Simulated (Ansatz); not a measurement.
The cluster MgS₂⁻. Charge -1, multiplicity 2. Geometry PBE-D4/def2-TZVP, that of the neutral singlet; atoms count from 1.

```xyz
3

Mg   -0.7972   -0.9525    0.3566
S    -0.3783    0.8433   -0.9348
S     1.1755    0.1092    0.5782
```

The structure comes from a short search, and lower isomers may exist.

Question: Estimate the Mulliken populations from the PBE0/def2-TZVPD orbitals of Ansatz.

Answer: 
| atom | charge (e) | spin (α − β) |
| --- | --- | --- |
| Mg1 | 0.03 | 1.01 |
| S2 | -0.52 | -0.01 |
| S3 | -0.52 | -0.01 |
Mulliken values and Mayer orders depend strongly on the basis. With diffuse functions, as here, like atoms can get unlike values, and bond orders can come out too low or too high.

Question: Where does the spin sit?

Answer: Summed by element: Mg 1.01, S -0.01, of 1 unpaired in all. Largest on single atoms: Mg1 1.01, S3 -0.01, S2 -0.01.

Question: And the Mayer bond orders between bonded heavy atoms (over 0.3)?

Answer: Mg1–S2 0.58 (2.25 Å); Mg1–S3 0.58 (2.25 Å); S2–S3 0.83 (2.29 Å).
